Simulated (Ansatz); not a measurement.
Input file:

```yaml
crystal:
  periodic: [false, false, false]
  atoms:
    - {symbol: H, position_ang: [0.000000, 0.000000, -1.067000]}
    - {symbol: H, position_ang: [0.000000, 0.000000, -0.277000]}
    - {symbol: Cl, position_ang: [0.000000, 0.000000, 1.344000]}
basis:
  gaussian: {orbitals: 6-31G}
magnetization: {spin_polarized: true, initial_magnetization: 1}
correlation: {method: ccsdtq, electrons: outside_noble_gas}
scf: {lower_state_search: off}
```

```sh
$ ansatz run in.yaml --threads 1 --pin off --events-out ev --progress --plain --max-ram 2393MiB
```

The program prints:

```
these checks for a lower state are left out or cut short: stability, starts, cluster_reference, orbital_swaps, neighbouring_geometries, increment
314 factors; integrals over basis functions are off by at most 1.3e-7 eV
mean field evaluation 1: about -12531.0974 eV, gradient 7.7e0 eV
mean field evaluation 2: about -12531.0988 eV, gradient 7.7e0 eV
mean field evaluation 4: about -12531.8375 eV, gradient 1.2e0 eV
mean field evaluation 8: about -12531.8728 eV, gradient 1.9e-4 eV
mean field -12531.87260053 eV, -460.5378236611 hartree, gradient 1.3e-6 eV, S^2 0.771378; 0 other end points of the search recorded, 0 dependent functions left out
5 core orbitals not correlated: weight in the atoms' cores, before any rotation towards them, 1.000 or more for the frozen orbitals, at most 0.000 for the correlated occupied ones
reference -12531.87260053 eV, -460.5378236611 hartree; 5, 4 occupied and 7, 8 virtual orbitals, 314 factors
second order -1.28472830 eV of doubles, -0.00000000 eV of singles
cycle   1  -1.52576837 eV  change   -2.4e-1 eV  update   4.0e-2
cycle   2  -1.65783920 eV  change   -1.3e-1 eV  update   1.8e-2
cycle   3  -1.67386279 eV  change   -1.6e-2 eV  update   6.8e-3
cycle   4  -1.67634544 eV  change   -2.5e-3 eV  update   2.7e-3
cycle   5  -1.67659445 eV  change   -2.5e-4 eV  update   1.1e-3
cycle   6  -1.67650811 eV  change    8.6e-5 eV  update   4.8e-4
cycle   7  -1.67650729 eV  change    8.1e-7 eV  update   1.6e-4
cycle   8  -1.67652491 eV  change   -1.8e-5 eV  update   4.0e-5
cycle   9  -1.67651916 eV  change    5.8e-6 eV  update   1.6e-5
cycle  10  -1.67651496 eV  change    4.2e-6 eV  update   5.7e-6
cycle  11  -1.67651424 eV  change    7.2e-7 eV  update   2.0e-6
cycle  12  -1.67651392 eV  change    3.2e-7 eV  update   8.4e-7
Total energy: -12533.54911445 eV, -460.5994344114 hartree
Checks for a lower state left out: stability, starts, cluster_reference, orbital_swaps, neighbouring_geometries, increment
```

Ran on 1 thread of Intel Xeon Platinum 8488C, shared host: 19 s wall, 0.27 GiB peak host memory.
